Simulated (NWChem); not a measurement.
# Ionisation of ammonia (H₃N)

SMILES: N
```xyz
4

N      0.0016     0.1283     0.0000
H     -0.4728    -0.2934     0.8124
H     -0.4728    -0.2934    -0.8124
H      0.9343    -0.3110     0.0000
```
Charge 0, spin multiplicity 1.

All runs are NWChem calculations. Structure: optimised with PBE/def2-SVP, a minimum by its harmonic frequencies.

Basis set: def2-TZVPD. −ε marks an orbital energy of the parent.

B3LYP has NWChem's definition, with VWN1-RPA local correlation.

Task: Order these methods by the first vertical ionisation energy they give, lowest first: −ε(HOMO) of B3LYP, −ε(HOMO) of HF, −ε(HOMO) of PBE, −ε(HOMO) of TPSS, −ε(HOMO) of BHandHLYP.

Result: −ε(HOMO) of PBE (6.32 eV), −ε(HOMO) of TPSS (6.41 eV), −ε(HOMO) of B3LYP (7.65 eV), −ε(HOMO) of BHandHLYP (9.42 eV), −ε(HOMO) of HF (11.88 eV)
